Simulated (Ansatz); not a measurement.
Ideal-gas functions of F2OS, SMILES `O=S(F)F` at 400 K and 1 bar, from an Ansatz frequency run at PBE0-D4/def2-TZVP.

Molar mass 86.06 g/mol, point group Cs (symmetry number 1), electronic degeneracy 1, moments of inertia 59.149, 60.585, 102.287 u Å². Harmonic wavenumbers (cm⁻¹, unscaled): 374, 395, 533, 761, 827, 1372.

Use S(trans) = R[1.5 ln M + 2.5 ln T − 1.1517]; rotational temperatures θ = 24.2544 K / I; S(rot) = R[ln(√π/σ · √(T³/θAθBθC)) + 1.5]; for each mode x = 1.438777 ν̃/T, S = R[x/(eˣ − 1) − ln(1 − e⁻ˣ)] and H = RT x/(eˣ − 1); 1 cm⁻¹ = 0.0119627 kJ/mol; R = 8.31446 J/(mol·K).

Task: By hand: the entropy, in J/(mol·K).

Result: Translation 170.5. Rotation: θ = 0.4101, 0.4003, 0.2371 K, giving 105.4. Vibration, mode by mode: 6.45, 6.06, 4.07, 2.13, 1.77, 0.36, in all 20.8. Electronic 0.0. Sum 296.7 J/(mol·K).

Task: By hand: H − E and G − E in kJ/mol, counted from the electronic energy.

Result: Zero-point energy ½ × 4262 × 0.0119627 = 25.5; thermal vibration 5.5; translation, rotation and pV give 4 RT = 13.3. H − E = 44.3 kJ/mol, and G − E = 44.3 − 400 × 296.7/1000 = -74.4 kJ/mol.

Vibration gives 7 % of the entropy.
